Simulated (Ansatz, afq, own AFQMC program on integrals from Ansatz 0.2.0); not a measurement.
# H₃O (doublet): quantum Monte Carlo beside coupled cluster at distance H1–H2 along a hydrogen transfer = 0.745 Å, cc-pVTZ

How near does AFQMC come to the top of the ladder for H₃O (doublet)?

The runs use Ansatz 0.2.0, Gaussian basis, and an in-house AFQMC program (afq) on its integrals; all values are calculated; cc-pVTZ, frozen cores.

Plan: PBE (unrestricted); r2SCAN (unrestricted); PBE0 (unrestricted); B3LYP (unrestricted); CCSD(T) on UHF; wB97M-V (unrestricted); B2PLYP (unrestricted); CCSDT(Q) on UHF; Phaseless AFQMC, CISD trial on UHF.

### Step 1. The system

The geometry derives from fragments relaxed apart (PBE0/def2-TZVP) and kept rigid, so it is no stationary point. A hydrogen atom is moved between rigid fragments.

4 atoms, charge 0, spin multiplicity 2.

Atoms are counted from 1 here; the program's logs count them from 0.

Bond lengths: H1–H2 0.745 Å, H2–O3 1.207 Å, O3–H4 0.973 Å. Angles: H1–H2–O3 180.0°, H2–O3–H4 105.0°.

### Step 2. PBE (unrestricted)

in.yaml reads:

```yaml
crystal:
  periodic: [false, false, false]
  atoms:
    - {symbol: H, position_ang: [-1.797966, 0.049803, 0.000000]}
    - {symbol: H, position_ang: [-1.052966, 0.049803, 0.000000]}
    - {symbol: O, position_ang: [0.154034, 0.049803, 0.000000]}
    - {symbol: H, position_ang: [0.405893, -0.890147, 0.000000]}
basis:
  gaussian: {orbitals: cc-pVTZ}
magnetization: {spin_polarized: true, initial_magnetization: 1}
hamiltonian: {xc: {name: PBE}}
output: {orbitals: {seedname: orbitals}}
```

Run with:

```console
ansatz run in.yaml --threads 1 --pin off --events-out ev --progress --plain --max-ram 5632MiB --backend cpu
```

The log of the run:

```text
Functional definition: PBE
  name "PBE"
  cite "Perdew, Burke & Ernzerhof, Phys. Rev. Lett. 77, 3865 (1996) doi:10.1103/PhysRevLett.77.3865"
  parent pbe
  parameter kappa = 0.804
  parameter beta = 0.06672455060314922
  exchange = pbe_x(kappa = kappa, mu = beta*pi^2/3)
  correlation = pbe_c(beta = beta)
347 factors; their error is unknown
mean field evaluation 1: about -2087.6417 eV, gradient 3.2e1 eV
mean field evaluation 2: about -2071.1254 eV, gradient 6.8e1 eV
mean field evaluation 4: about -2090.8707 eV, gradient 5.8e0 eV
mean field evaluation 8: about -2091.0365 eV, gradient 1.7e-1 eV
mean field evaluation 16: about -2091.0365 eV, gradient 1.0e-5 eV
mean field -2091.03654786 eV, -76.8441757782 hartree, gradient 1.0e-5 eV, S^2 0.753623; 3 other end points of the search recorded, 0 dependent functions left out
reference -2091.03657343 eV, -76.8441767181 hartree; 6, 5 occupied and 66, 67 virtual orbitals, 347 factors
Total energy: -2091.03657343 eV, -76.8441767181 hartree
```

Wall time 1.1 s (1 thread of AMD EPYC 7R13 (Zen 3), shared host); peak memory 0.72 GiB.

From the report: ⟨S²⟩ of the determinant 0.754 (pure doublet: 0.75).

### Step 3. r2SCAN (unrestricted)

in.yaml, as its differences from that of step 2:

```diff
@@ -10,3 +10,2 @@
 magnetization: {spin_polarized: true, initial_magnetization: 1}
-hamiltonian: {xc: {name: PBE}}
-output: {orbitals: {seedname: orbitals}}
+hamiltonian: {xc: {name: r2SCAN}}
```

Same command.

The log of the run:

```text
Functional definition: r2SCAN
  name "r2SCAN"
  cite "Furness, Kaplan, Ning, Perdew & Sun, J. Phys. Chem. Lett. 11, 8208 (2020) doi:10.1021/acs.jpclett.0c02405"
  cite "Furness, Kaplan, Ning, Perdew & Sun, J. Phys. Chem. Lett. 11, 9248 (2020) doi:10.1021/acs.jpclett.0c03077"
  parent r2scan
  parameter k0 = 0.174
  parameter k1 = 0.065
  parameter a1 = 4.9479
  exchange = r2scan_x(k0 = k0, k1 = k1, a1 = a1)
  correlation = r2scan_c
347 factors; their error is unknown
mean field evaluation 1: about -2089.3377 eV, gradient 3.0e1 eV
mean field evaluation 2: about -2082.4157 eV, gradient 5.2e1 eV
mean field evaluation 4: about -2092.2966 eV, gradient 1.7e0 eV
mean field evaluation 8: about -2092.3044 eV, gradient 2.2e-2 eV
mean field -2092.30438202 eV, -76.8907678242 hartree, gradient 5.0e-5 eV, S^2 0.757555; 0 other end points of the search recorded, 0 dependent functions left out
reference -2092.30439020 eV, -76.8907681251 hartree; 6, 5 occupied and 66, 67 virtual orbitals, 347 factors
Total energy: -2092.30439020 eV, -76.8907681251 hartree
```

Wall time 1 s (1 thread of AMD EPYC 7R13 (Zen 3), shared host); peak memory 0.72 GiB.

From the report: ⟨S²⟩ of the determinant 0.758 (pure doublet: 0.75).

### Step 4. PBE0 (unrestricted)

in.yaml, as its differences from that of step 3:

```diff
@@ -10,2 +10,3 @@
 magnetization: {spin_polarized: true, initial_magnetization: 1}
-hamiltonian: {xc: {name: r2SCAN}}
+hamiltonian: {xc: {name: PBE0}}
+output: {orbitals: {seedname: orbitals}}
```

The command is unchanged.

The log of the run:

```text
Functional definition: PBE0
  name "PBE0"
  cite "Adamo & Barone, J. Chem. Phys. 110, 6158 (1999) doi:10.1063/1.478522"
  cite "Perdew, Burke & Ernzerhof, Phys. Rev. Lett. 77, 3865 (1996) doi:10.1103/PhysRevLett.77.3865"
  parent pbe
  parameter a = 0.25
  parameter kappa = 0.804
  parameter beta = 0.06672455060314922
  exchange = (1 - a)*pbe_x(kappa = kappa, mu = beta*pi^2/3) + a*exact_x
  correlation = pbe_c(beta = beta)
347 factors; their error is unknown
mean field evaluation 1: about -2088.4216 eV, gradient 2.8e1 eV
mean field evaluation 2: about -2084.8244 eV, gradient 4.2e1 eV
mean field evaluation 4: about -2090.9662 eV, gradient 7.2e-1 eV
mean field evaluation 8: about -2090.9666 eV, gradient 1.5e-1 eV
mean field evaluation 16: about -2090.9667 eV, gradient 1.3e-5 eV
mean field -2090.96668231 eV, -76.8416082668 hartree, gradient 1.3e-5 eV, S^2 0.757725; 1 other end points of the search recorded, 0 dependent functions left out
reference -2090.96670196 eV, -76.8416089888 hartree; 6, 5 occupied and 66, 67 virtual orbitals, 347 factors
Total energy: -2090.96670196 eV, -76.8416089888 hartree
```

It took 0.61 s on 1 thread of AMD EPYC 7R13 (Zen 3), shared host; peak memory 0.72 GiB.

From the report: ⟨S²⟩ of the determinant 0.758 (pure doublet: 0.75).

### Step 5. B3LYP (unrestricted)

in.yaml, as its differences from that of step 4:

```diff
@@ -10,3 +10,2 @@
 magnetization: {spin_polarized: true, initial_magnetization: 1}
-hamiltonian: {xc: {name: PBE0}}
-output: {orbitals: {seedname: orbitals}}
+hamiltonian: {xc: {name: B3LYP}}
```

Launched as before.

The log of the run, shortened:

```text
Functional definition: B3LYP
  name "B3LYP"
  cite "Stephens, Devlin, Chabalowski & Frisch, J. Phys. Chem. 98, 11623 (1994) doi:10.1021/j100096a001"
  cite "Becke, Phys. Rev. A 38, 3098 (1988) doi:10.1103/PhysRevA.38.3098"
  cite "Lee, Yang & Parr, Phys. Rev. B 37, 785 (1988) doi:10.1103/PhysRevB.37.785"
  cite "Vosko, Wilk & Nusair, Can. J. Phys. 58, 1200 (1980) doi:10.1139/p80-159"
[...]
347 factors; their error is unknown
[...]
mean field -2093.49126936 eV, -76.9343851295 hartree, gradient 8.9e-6 eV, S^2 0.756234; 1 other end points of the search recorded, 0 dependent functions left out
reference -2093.49143088 eV, -76.9343910653 hartree; 6, 5 occupied and 66, 67 virtual orbitals, 347 factors
Total energy: -2093.49143088 eV, -76.9343910653 hartree
```

Wall time 0.67 s (1 thread of AMD EPYC 7R13 (Zen 3), shared host); peak memory 0.72 GiB.

From the report: ⟨S²⟩ of the determinant 0.756 (pure doublet: 0.75).

### Step 6. CCSD(T) on UHF

in.yaml, as its differences from that of step 5:

```diff
@@ -10,2 +10,2 @@
 magnetization: {spin_polarized: true, initial_magnetization: 1}
-hamiltonian: {xc: {name: B3LYP}}
+correlation: {method: ccsd_t, electrons: outside_noble_gas, hamiltonian_folder: ham}
```

Run with:

```console
ansatz run in.yaml --threads 1 --pin off --events-out ev --progress --plain --max-ram 16896MiB --backend cuda --devices 0, --max-vram 18GiB
```

The log of the run, shortened:

```text
Functional definition: HF
  name "HF"
  cite "Fock, Z. Phys. 61, 126 (1930) doi:10.1007/BF01340294"
  parent pbe
[...]
408 factors; integrals over basis functions are off by at most 1.5e-3 eV
[...]
mean field -2081.84866891 eV, -76.5065274548 hartree, gradient 9.0e-6 eV, S^2 0.779383; 6 other end points of the search recorded, 0 dependent functions left out
determinant -2081.84866891 eV, -76.5065274548 hartree, with singles and doubles -2089.43333377 eV, -76.7852587471 hartree
determinant -2080.66476830 eV, -76.4630199099 hartree, with singles and doubles -2087.83732928 eV, -76.7266066642 hartree
1 core orbitals not correlated: weight in the atoms' cores, before any rotation towards them, 1.000 or more for the frozen orbitals, at most 0.000 for the correlated occupied ones
reference -2081.84866891 eV, -76.5065274548 hartree; 5, 4 occupied and 66, 67 virtual orbitals, 408 factors
second order -7.02315110 eV of doubles, -0.00000000 eV of singles
cycle   1  -7.50529911 eV  change   -7.3e-1 eV  update   1.7e-2
[...]
cycle  10  -7.53035812 eV  change   -3.0e-6 eV  update   5.8e-6
perturbative correction -0.21519342 eV, -0.0079082124 hartree
Total energy: -2089.59422045 eV, -76.7911712238 hartree
```

Wall time 4.9 s (1 × NVIDIA H100 80GB HBM3 with 1 thread of AMD EPYC 7R13 (Zen 3), shared host); peak host memory 0.84 GiB.

From the report: ⟨S²⟩ of the determinant 0.779 (pure doublet: 0.75); correlation -7.7456 eV; T1 0.024; largest double amplitude 0.05.

This run also writes the integrals to the folder ham.

### Step 7. wB97M-V (unrestricted)

in.yaml, as its differences from that of step 6:

```diff
@@ -10,2 +10,3 @@
 magnetization: {spin_polarized: true, initial_magnetization: 1}
-correlation: {method: ccsd_t, electrons: outside_noble_gas, hamiltonian_folder: ham}
+hamiltonian: {xc: {name: wB97M-V}}
+output: {orbitals: {seedname: orbitals}}
```

Run with:

```console
ansatz run in.yaml --threads 1 --pin off --events-out ev --progress --plain --max-ram 5632MiB --backend cpu
```

The log of the run, shortened:

```text
Functional definition: wB97M-V
  name "wB97M-V"
  cite "Mardirossian & Head-Gordon, J. Chem. Phys. 144, 214110 (2016) doi:10.1063/1.4952647"
  cite "Becke, J. Chem. Phys. 107, 8554 (1997) doi:10.1063/1.475007"
  cite "Vydrov & Van Voorhis, J. Chem. Phys. 133, 244103 (2010) doi:10.1063/1.3521275"
  # Of w^i u^j: cxij and so on, Table III.
[...]
  gx(w, u) = 1 - cx + cx01*u + cx10*w
  gss(w, u) = css00 + css04*u^4 + css10*w + css20*w^2 + css43*w^4*u^3
  gos(w, u) = cos00 + cos10*w + (cos20 + cos21*u)*w^2 + (cos60 + cos61*u)*w^6
[...]
      + integral(e_c_pw_mod_opposite_spin*gos(b97_w_opposite, b97_u_opposite)) + vv10(b, c)
347 factors; their error is unknown
90 factors; integrals over basis functions are off by at most 2.1e-5 eV
[...]
mean field -2092.11117739 eV, -76.8836676854 hartree, gradient 6.9e-6 eV, S^2 0.755940; 1 other end points of the search recorded, 0 dependent functions left out
reference -2092.11120482 eV, -76.8836686932 hartree; 6, 5 occupied and 66, 67 virtual orbitals, 347 factors
Total energy: -2092.11120482 eV, -76.8836686932 hartree
```

It took 2.1 s on 1 thread of AMD EPYC 7R13 (Zen 3), shared host; peak memory 0.72 GiB.

From the report: ⟨S²⟩ of the determinant 0.756 (pure doublet: 0.75).

### Step 8. B2PLYP (unrestricted)

in.yaml, as its differences from that of step 7:

```diff
@@ -10,3 +10,3 @@
 magnetization: {spin_polarized: true, initial_magnetization: 1}
-hamiltonian: {xc: {name: wB97M-V}}
-output: {orbitals: {seedname: orbitals}}
+hamiltonian: {xc: {name: B2PLYP}}
+correlation: {electrons: outside_noble_gas}
```

The command is unchanged.

The log of the run, shortened:

```text
Functional definition: B2PLYP
  name "B2PLYP"
  cite "Grimme, J. Chem. Phys. 124, 034108 (2006) doi:10.1063/1.2148954"
  cite "Becke, Phys. Rev. A 38, 3098 (1988) doi:10.1103/PhysRevA.38.3098"
  cite "Lee, Yang & Parr, Phys. Rev. B 37, 785 (1988) doi:10.1103/PhysRevB.37.785"
[...]
408 factors; integrals over basis functions are off by at most 1.5e-3 eV
[...]
mean field -2089.43794390 eV, -76.7854281664 hartree, gradient 2.8e-6 eV, S^2 0.764092; 2 other end points of the search recorded, 0 dependent functions left out
1 core orbitals not correlated: weight in the atoms' cores, before any rotation towards them, 1.000 or more for the frozen orbitals, at most 0.000 for the correlated occupied ones
reference -2089.43804681 eV, -76.7854319482 hartree; 5, 4 occupied and 66, 67 virtual orbitals, 408 factors
second order -8.57002455 eV of doubles, -0.00000000 eV of singles
Total energy: -2091.75195344 eV, -76.8704664484 hartree
```

Run time: 1.1 s. Hardware: 1 thread of AMD EPYC 7R13 (Zen 3), shared host; peak memory 0.72 GiB.

From the report: ⟨S²⟩ of the determinant 0.764 (pure doublet: 0.75).

### Step 9. CCSDT(Q) on UHF

in.yaml, as its differences from that of step 8:

```diff
@@ -10,3 +10,2 @@
 magnetization: {spin_polarized: true, initial_magnetization: 1}
-hamiltonian: {xc: {name: B2PLYP}}
-correlation: {electrons: outside_noble_gas}
+correlation: {method: ccsdt_q, electrons: outside_noble_gas}
```

Run with:

```console
ansatz run in.yaml --threads 1 --pin off --events-out ev --progress --plain --max-ram 16896MiB --backend cuda --devices 0, --max-vram 18GiB
```

The log of the run, shortened:

```text
Functional definition: HF
  name "HF"
  cite "Fock, Z. Phys. 61, 126 (1930) doi:10.1007/BF01340294"
  parent pbe
[...]
869 factors; integrals over basis functions are off by at most 2.4e-7 eV
[...]
mean field -2081.84867546 eV, -76.5065276955 hartree, gradient 8.7e-6 eV, S^2 0.779383; 6 other end points of the search recorded, 0 dependent functions left out
determinant -2081.84867546 eV, -76.5065276955 hartree, with singles and doubles -2089.43335943 eV, -76.7852596904 hartree
determinant -2080.66477273 eV, -76.4630200724 hartree, with singles and doubles -2087.83734983 eV, -76.7266074192 hartree
1 core orbitals not correlated: weight in the atoms' cores, before any rotation towards them, 1.000 or more for the frozen orbitals, at most 0.000 for the correlated occupied ones
reference -2081.84867546 eV, -76.5065276955 hartree; 5, 4 occupied and 66, 67 virtual orbitals, 869 factors
second order -7.02317242 eV of doubles, -0.00000000 eV of singles
cycle   1  -7.25029374 eV  change   -2.3e-1 eV  update   6.7e-2
[...]
cycle  16  -7.75673632 eV  change   -2.3e-7 eV  update   8.8e-7
perturbative correction -0.01039317 eV, -0.0003819418 hartree
Total energy: -2089.61580495 eV, -76.7919644394 hartree
```

Run time: 10 s. Hardware: 1 × NVIDIA H100 80GB HBM3 with 1 thread of AMD EPYC 7R13 (Zen 3), shared host; peak host memory 0.88 GiB.

From the report: ⟨S²⟩ of the determinant 0.779 (pure doublet: 0.75); correlation -7.7671 eV; T1 0.024; largest double amplitude 0.05.

### Step 10. Phaseless AFQMC, CISD trial on UHF

It reads the integrals that the CCSD(T) run on this determinant wrote.

Run with:

```console
afq ham --method phaseless --trial cisd --walkers 3100 --populations 20 --least-time 60 --time-step 0.005 --steps-per-block 50 --equilibration-blocks 28 --max-blocks 4000 --target-error 0.00018 --factor-cut 1e-05 --start spin_pure --seed 1739 --release-times 0.24,0.51,0.99,1.62,2.4 --release-step 0.03 --release-every 3 --taylor-order 6
```

The log of the run:

```text
orbitals 71  electrons 5 4  factors 408 of 408
reference energy -76.50652745 Eh
CCSD correlation -0.27673554 Eh in 13 cycles, weight of the determinant in the CISD state 0.9180
energy of the start -76.782173 Eh
 block  time / (1/Eh)  mean weight  energy / Eh
     1     0.250  0.9995  -76.783073
     2     0.500  1.0000  -76.785991
     3     0.750  0.9995  -76.788421
     4     1.000  1.0002  -76.790243
     5     1.250  1.0005  -76.790982
     6     1.500  0.9998  -76.790672
     7     1.750  0.9994  -76.790529
     8     2.000  0.9998  -76.791465
     9     2.250  0.9994  -76.790405
    10     2.500  0.9995  -76.791120
    11     2.750  1.0003  -76.790934
    12     3.000  1.0000  -76.791607
    13     3.250  1.0003  -76.791747
    14     3.500  1.0001  -76.791587
    15     3.750  0.9999  -76.792605
    16     4.000  1.0006  -76.791942
    17     4.250  1.0003  -76.791581
    18     4.500  0.9996  -76.791210
    19     4.750  0.9997  -76.791051
    20     5.000  1.0003  -76.791410
    21     5.250  1.0000  -76.791466
    22     5.500  1.0001  -76.791229
    23     5.750  1.0000  -76.791410
    24     6.000  1.0003  -76.791550
    25     6.250  1.0000  -76.791689
    26     6.500  1.0000  -76.791448
    27     6.750  0.9997  -76.791452
    28     7.000  0.9999  -76.791596
    29     7.250  1.0003  -76.791430
    30     7.500  0.9999  -76.790870
    31     7.750  0.9995  -76.791503
    32     8.000  0.9998  -76.791722
    33     8.250  0.9998  -76.792244
    34     8.500  0.9995  -76.791901
    35     8.750  1.0002  -76.792204
    36     9.000  1.0002  -76.791595
    37     9.250  1.0002  -76.791721
    38     9.500  0.9998  -76.792580
    39     9.750  1.0004  -76.791219
    40    10.000  1.0004  -76.791007
    41    10.250  0.9999  -76.791745
    42    10.500  1.0005  -76.792402
    43    10.750  1.0006  -76.793045
    44    11.000  0.9998  -76.792197
    45    11.250  0.9998  -76.791254
    46    11.500  1.0000  -76.792683
    47    11.750  1.0001  -76.791866
    48    12.000  0.9998  -76.792002
    49    12.250  1.0000  -76.791560
    50    12.500  1.0005  -76.791755
    51    12.750  1.0000  -76.791184
    52    13.000  1.0001  -76.790686
    53    13.250  1.0003  -76.791256
    54    13.500  1.0002  -76.791476
    55    13.750  1.0004  -76.791008
    56    14.000  0.9997  -76.791338
    57    14.250  1.0002  -76.791281
    58    14.500  1.0000  -76.791387
    59    14.750  0.9994  -76.791851
    60    15.000  1.0004  -76.792531
    61    15.250  0.9993  -76.792644
    62    15.500  1.0005  -76.791952
    63    15.750  1.0000  -76.791928
    64    16.000  1.0004  -76.790964
    65    16.250  1.0001  -76.791540
    66    16.500  1.0002  -76.791954
    67    16.750  0.9999  -76.792449
    68    17.000  0.9996  -76.791287
    69    17.250  1.0008  -76.792385
    70    17.500  1.0000  -76.791228
    71    17.750  0.9999  -76.791552
    72    18.000  1.0002  -76.790885
    73    18.250  1.0000  -76.792104
    74    18.500  0.9996  -76.791049
    75    18.750  1.0005  -76.792769
    76    19.000  1.0002  -76.792512
    77    19.250  1.0004  -76.790923
    78    19.500  0.9997  -76.791299
error from the spread of 20 populations
released: time / (1/Eh)  energy / Eh  error  mean overlap
  0.24  -76.791905  0.000123  0.9968
  0.51  -76.791769  0.000101  0.9929
  0.99  -76.792080  0.000157  0.9863
  1.62  -76.792051  0.000145  0.9758
  2.40  -76.791821  0.000218  0.9598
energy -76.791719 +/- 0.000128 Eh
```

Wall time 73 s (1 × NVIDIA H100 80GB HBM3 with 2 threads of AMD EPYC 7R13 (Zen 3), shared host); peak host memory 1.6 GiB.

Energy -2089.6091 ± 0.0035 eV. Caveats: constraint bias not in the error.

### Step 11. AFQMC on the ladder

On the UHF determinant, counted from CCSDT(Q) (a yardstick, not exact):

```tsv
level	energy (eV)	from CCSDT(Q) (meV)	statistical error (meV)	time
HF	-2081.8487	+7767.1		
MP2	-2088.8718	+744.0		
CCSD	-2089.3790	+236.8		
CCSD(T)	-2089.5942	+21.6		
CCSDT(Q)	-2089.6158	0.0		
Phaseless AFQMC, CISD trial, step 0.005, 3100 walkers	-2089.6091	+6.7	3.5	73 s
```

The functionals' totals stand on their own zeros and serve differences with other points: PBE -2091.037 eV; r2SCAN -2092.304 eV; PBE0 -2090.967 eV; B3LYP -2093.491 eV; wB97M-V -2092.111 eV; B2PLYP -2091.752 eV.

### Step 12. Summary of results

| quantity | value |
| --- | --- |
| CCSD(T) on UHF from CCSDT(Q) | +21.6 meV |
| Phaseless AFQMC, CISD trial on UHF from CCSDT(Q) | +6.7 ± 3.5 meV |

In words: On UHF the phaseless walk with the CISD trial lies +6.7 meV from CCSDT(Q), within three error bars. Error bars are statistical and leave out the constraint, the time step and what remains of the start.
